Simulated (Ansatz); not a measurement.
The inner images of a band of C3H6FN (11 atoms, charge 0, multiplicity 1) are given out of order.

Method: RKS revPBE/cc-pVDZ in Ansatz 0.2.0.

First end point:

```xyz
11
Properties=species:S:1:pos:R:3
N -0.512 1.494 0.875
C -0.157 0.059 0.775
C 0.720 -0.171 -0.431
C 0.549 -1.128 -1.359
F -0.466 -2.040 -1.304
H -1.070 1.628 1.733
H -1.167 1.714 0.108
H -1.020 -0.649 0.744
H 0.425 -0.195 1.692
H 1.569 0.517 -0.574
H 1.194 -1.285 -2.238
```

Last end point:

```xyz
11
Properties=species:S:1:pos:R:3
N -0.953 1.235 1.019
C -0.265 -0.069 0.860
C 0.699 -0.158 -0.306
C 0.582 -0.985 -1.361
F -0.432 -1.895 -1.471
H -0.236 1.969 1.144
H -1.393 1.472 0.115
H -1.037 -0.857 0.762
H 0.277 -0.275 1.809
H 1.560 0.531 -0.326
H 1.263 -1.025 -2.226
```

Problem. Put them in order from the first end to the last, with their energies above the first end.
A.
```xyz
11
Properties=species:S:1:pos:R:3
N -1.044 1.166 1.037
C -0.295 -0.092 0.814
C 0.695 -0.104 -0.336
C 0.658 -0.953 -1.380
F -0.287 -1.932 -1.498
H -0.401 1.883 1.407
H -1.349 1.539 0.124
H -1.027 -0.911 0.661
H 0.240 -0.325 1.761
H 1.511 0.638 -0.344
H 1.364 -0.966 -2.226
```
B.
```xyz
11
Properties=species:S:1:pos:R:3
N -0.814 1.295 0.877
C -0.244 -0.030 0.780
C 0.732 -0.171 -0.377
C 0.638 -1.056 -1.384
F -0.353 -1.997 -1.452
H -0.669 1.874 1.694
H -1.392 1.662 0.128
H -1.016 -0.831 0.696
H 0.297 -0.229 1.731
H 1.562 0.552 -0.430
H 1.325 -1.125 -2.242
```
C.
```xyz
11
Properties=species:S:1:pos:R:3
N -0.627 1.413 0.793
C -0.223 0.002 0.774
C 0.734 -0.198 -0.383
C 0.617 -1.089 -1.380
F -0.392 -2.010 -1.436
H -0.772 1.810 1.723
H -1.412 1.632 0.173
H -1.044 -0.755 0.714
H 0.313 -0.207 1.727
H 1.570 0.517 -0.447
H 1.301 -1.172 -2.239
```
D.
```xyz
11
Properties=species:S:1:pos:R:3
N -0.551 1.479 0.816
C -0.183 0.044 0.769
C 0.735 -0.193 -0.407
C 0.583 -1.113 -1.373
F -0.448 -2.009 -1.394
H -0.936 1.700 1.746
H -1.326 1.646 0.157
H -1.037 -0.674 0.733
H 0.375 -0.181 1.707
H 1.596 0.488 -0.500
H 1.259 -1.243 -2.233
```
E.
```xyz
11
Properties=species:S:1:pos:R:3
N -1.020 1.194 0.989
C -0.267 -0.053 0.789
C 0.713 -0.125 -0.372
C 0.648 -1.010 -1.384
F -0.322 -1.970 -1.467
H -0.552 1.879 1.590
H -1.317 1.643 0.116
H -0.996 -0.883 0.675
H 0.284 -0.255 1.734
H 1.549 0.593 -0.413
H 1.347 -1.070 -2.235
```

Solution. D (+0.015 eV), C (+0.105 eV), B (+0.263 eV), E (+0.073 eV), A (-0.016 eV).

Run time: 62 s on 2 threads of Arm Neoverse V1 (shared host), peak memory 0.15 GiB.
